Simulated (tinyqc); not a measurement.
Worked calculation: Born-Oppenheimer dynamics on the PBE/sto-3g surface (energies and gradients from PySCF), for CH3+, spin multiplicity 1. One step of it, computed by the program tinyqc.

Problem. Velocity Verlet step 1. dt = 1 fs = 41.3414 atomic units; x' = x + v dt - g dt^2 / (2m); after the new gradient g', v' = v - (g + g') dt / (2m).

positions (bohr), order 1C, 2H, 3H, 4H:
$$\begin{pmatrix}
0.066140 & 0.043464 & 0.060471 \\
1.880277 & 0.018897 & 0.062361 \\
-1.060136 & 1.738548 & 0.018897 \\
-0.935414 & -1.727210 & -0.009449
\end{pmatrix}$$

velocities (bohr per atomic time unit), order 1C, 2H, 3H, 4H:
$$\begin{pmatrix}
0.000037164 & 0.000011874 & -0.000010800 \\
-0.000214836 & -0.000032126 & 0.000111200 \\
-0.000223836 & 0.000014874 & 0.000033200 \\
-0.000003836 & -0.000124126 & -0.000015800
\end{pmatrix}$$

gradient (hartree/bohr), order 1C, 2H, 3H, 4H:
$$\begin{pmatrix}
0.15785795 & 0.00249408 & 0.00429125 \\
-0.20893141 & -0.00261644 & -0.00273750 \\
0.02493405 & -0.04795781 & -0.00120907 \\
0.02613996 & 0.04807965 & -0.00034428
\end{pmatrix}$$

masses (electron masses): 1C 21874.661832, 2H 1837.152588, 3H 1837.152588, 4H 1837.152588

gradient after step 1 (hartree/bohr), order 1C, 2H, 3H, 4H:
$$\begin{pmatrix}
0.09597597 & 0.00412315 & 0.00457435 \\
-0.13306006 & -0.00354570 & -0.00272507 \\
0.01766267 & -0.03691738 & -0.00128510 \\
0.01942241 & 0.03633899 & -0.00056374
\end{pmatrix}$$

Give: positions after step 1; velocities after step 1.

Solution.

positions after step 1 (bohr), order 1C, 2H, 3H, 4H:
$$\begin{pmatrix}
0.0615 & 0.0439 & 0.0599 \\
1.9686 & 0.0188 & 0.0682 \\
-1.0810 & 1.7615 & 0.0208 \\
-0.9477 & -1.7547 & -0.0099
\end{pmatrix}$$

velocities after step 1 (bohr per atomic time unit), order 1C, 2H, 3H, 4H:
$$\begin{pmatrix}
-0.0002027 & 0.0000056 & -0.0000192 \\
0.0036331 & 0.0000372 & 0.0001727 \\
-0.0007031 & 0.0009698 & 0.0000613 \\
-0.0005165 & -0.0010740 & -0.0000056
\end{pmatrix}$$
